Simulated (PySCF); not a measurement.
**Structure from 2D NMR**

Compound of formula C$_{6}$H$_{8}$. Correlations simulated from computed shifts and couplings:

HSQC (one-bond C–H):
| δH | δC | 1J(C,H) (Hz) |
| --- | --- | --- |
| 6.17 | 138.4 | 172 |
| 5.52 | 128.9 | 172 |
| 2.76 | 40.9 | 135 |
| 2.54 | 40.9 | 136 |
| 1.90 | 27.1 | 176 |
| 1.55 | 17.3 | 175 |
| 0.83 | 19.2 | 165 |
| -0.25 | 19.2 | 172 |

COSY cross peaks (|J| ≥ 2 Hz):
| δH | δH | abs. J (Hz) | bonds |
| --- | --- | --- | --- |
| 6.17 | 5.52 | 6.6 | 3 |
| 6.17 | 2.76 | 3.2 | 4 |
| 6.17 | 2.54 | 3.1 | 4 |
| 6.17 | 1.90 | 2.5 | 3 |
| 5.52 | 2.76 | 2.9 | 3 |
| 5.52 | 2.54 | 3.0 | 3 |
| 2.76 | 2.54 | 20.6 | 2 |
| 2.76 | 1.55 | 8.5 | 3 |
| 2.54 | 1.90 | 3.8 | 4 |
| 1.90 | 1.55 | 6.8 | 3 |
| 1.90 | 0.83 | 8.3 | 3 |
| 1.90 | -0.25 | 3.3 | 3 |
| 1.55 | 0.83 | 9.1 | 3 |
| 1.55 | -0.25 | 4.7 | 3 |
| 0.83 | -0.25 | 4.4 | 2 |

HMBC (two and three bonds, |J| ≥ 2.5 Hz):
| δH | δC [abs. J in Hz] |
| --- | --- |
| 6.17 | 128.9 [4.7], 40.9 [10.6], 27.1 [10.1], 17.3 [5.6] |
| 5.52 | 138.4 [4.1], 40.9 [8.6], 27.1 [11.5], 17.3 [7.8] |
| 2.76 | 138.4 [6.3], 128.9 [7.9], 19.2 [5.3], 17.3 [4.3] |
| 2.54 | 138.4 [6.8], 128.9 [5.2], 27.1 [2.8], 19.2 [3.4] |
| 1.90 | 128.9 [6.3] |
| 1.55 | 128.9 [6.0], 40.9 [3.8] |
| 0.83 | 138.4 [3.3], 40.9 [3.4] |
| -0.25 | 138.4 [4.8], 40.9 [4.9] |

A single conformation, no relativistic terms, isolated molecule. Geometry from PBE0-D3(BJ)/def2-SVP; B3LYP/pcJ-1 coupling constants (without the spin–dipole term); NMR shieldings at KT2/pcSseg-2/GIAO; PySCF.

Scale: 1H, 13C against TMS (reference shieldings calculated alike).

Exchangeable hydrogens are left out of these lists, and C,H couplings along chains are those of one rotamer, so weak HMBC peaks may be missing or extra.

Work out the connectivity.

## Answers

`C1=C[C@@H]2C[C@@H]2C1`.

Numbering as in the mapped SMILES `[CH:1]1=[CH:2][C@@H:3]2[CH2:4][C@@H:5]2[CH2:6]1` (H(Xn): hydrogen on atom n). Ha(C4) is cis to C2 on the ring; Ha(C6) is cis to C4 on the ring; Hb(C4) is trans to C2 on the ring; Hb(C6) is trans to C4 on the ring.

- δC 138.4 is C2, an alkene CH (δH 6.17).
- δC 128.9 is C1, an alkene CH (δH 5.52).
- δC 40.9 is C6, an allylic sp3 CH2 (δH 2.54, 2.76).
- δC 27.1 is C3, a three-membered-ring carbon (δH 1.90).
- δC 19.2 is C4, a three-membered-ring carbon (δH -0.25, 0.83).
- δC 17.3 is C5, a three-membered-ring carbon (δH 1.55).
- COSY links 6.17–5.52, 6.17–2.76, 6.17–2.54, 6.17–1.90, 5.52–2.76, 5.52–2.54.

The shifts were computed for this structure.

Unscaled 3J(H,H) at this level run about 10 % above measured values. Shifts are as computed. Against solution values, carbons near 30 ppm lie about +3 ppm off and those near 130 ppm about -1 ppm. Of 1211 compounds with measured shifts, 218 miss one by over three times the rms of a fit or turn the order of signals round; such compounds aren't used in these exercises.
